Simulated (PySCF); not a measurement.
Species: C₃H₂ (singlet state).
SMILES with atom numbers: `[C:1]=[C:2]=[CH2:3]` (hydrogens: H4, H5 on C3)

All values: PBE0/pcSseg-1 and B3LYP/def2-SVPD (PySCF, non-relativistic), on one gas-phase PBE0-D3(BJ)/def2-SVP geometry that isn't relaxed in the solvent. The solvent is an IEF-PCM continuum (Bondi radii, 1.10 Å for H, scaled by 1.2). The model holds no explicit solvent molecules, cavitation or dispersion.

Gas phase at PBE0/pcSseg-1: HOMO -7.91 eV, LUMO -3.98 eV, dipole 4.26 D.

Question: What does the continuum do to the energy, the frontier levels and the dipole at PBE0/pcSseg-1 in methanol and dimethylsulfoxide?

Answer: 
| solvent | ε | E(solvent) − E(gas) (kJ/mol) | polarisation term (kJ/mol) | distortion of the solute (kJ/mol) | HOMO (eV) | LUMO (eV) | dipole (D) |
| --- | --- | --- | --- | --- | --- | --- | --- |
| methanol | 32.61 | -29.56 | -40.53 | 10.97 | -7.91 | -3.89 | 6.00 |
| dimethylsulfoxide | 46.83 | -30.05 | -41.39 | 11.34 | -7.92 | -3.89 | 6.02 |

The polarisation term is half the interaction of the solute with the surface charges that it induces; the rest is the cost of distorting the solute's density. The sum is the electrostatic part of solvation alone. From methanol to dimethylsulfoxide the lowering changes by a factor 1.02, Onsager's factor (ε − 1)/(2ε + 1) by 1.01 and ε itself by 1.4.

Question: Which radius a makes the point-dipole formula ΔE = −[(ε − 1)/(2ε + 1)]·μ²/a³ give the value in dimethylsulfoxide, with the gas-phase dipole?

Answer: μ = 1.676 au and |ΔE| = 0.01144 Eh give a = 2.60 Å; the farthest nucleus lies 2.06 Å from the centroid of the nuclei. The formula assumes a rigid point dipole at the centre of a sphere.

Question: Which Mulliken charges (PBE0/pcSseg-1) respond most in dimethylsulfoxide (means over atoms taken as equivalent)?

Answer: 
| atoms | environment | gas (e) | solvent (e) | change |
| --- | --- | --- | --- | --- |
| C1 | carbon bonded to C | -0.091 | -0.165 | -0.074 |
| C3 | outer carbon of cumulated double bonds | -0.011 | +0.045 | +0.056 |
| C2 | central carbon of cumulated double bonds | -0.263 | -0.312 | -0.049 |
| H4/H5 | hydrogen on carbon | +0.183 | +0.216 | +0.033 |

Gas phase at B3LYP/def2-SVPD: HOMO -7.75 eV, LUMO -4.25 eV, dipole 4.40 D.

Question: What does the continuum do to the energy, the frontier levels and the dipole at B3LYP/def2-SVPD in dimethylsulfoxide?

Answer: 
| solvent | ε | E(solvent) − E(gas) (kJ/mol) | polarisation term (kJ/mol) | distortion of the solute (kJ/mol) | HOMO (eV) | LUMO (eV) | dipole (D) |
| --- | --- | --- | --- | --- | --- | --- | --- |
| dimethylsulfoxide | 46.83 | -31.33 | -43.47 | 12.14 | -7.74 | -4.12 | 6.25 |

Question: How does the static polarisability (B3LYP/def2-SVPD, frozen core, with the continuum's full static response) change?

Answer: 
```
           medium  isotropic (au)  principal values (au)  ⟨r²⟩ of the electrons (bohr²)
              gas            37.2       25.4, 27.6, 58.7                          145.1
dimethylsulfoxide            51.2       32.6, 36.0, 84.9                          145.5
```

The isotropic value in dimethylsulfoxide is 1.38 times the gas-phase one; no cavity-field correction is applied. ⟨r²⟩ is taken about the centre of nuclear charge.

On one thread, Arm Neoverse V1 (aarch64), shared host, this took 2.2 s and 0.38 GiB of memory at its peak. This is the whole shielding run at PBE0/pcSseg-1 in dimethylsulfoxide, SCF included.
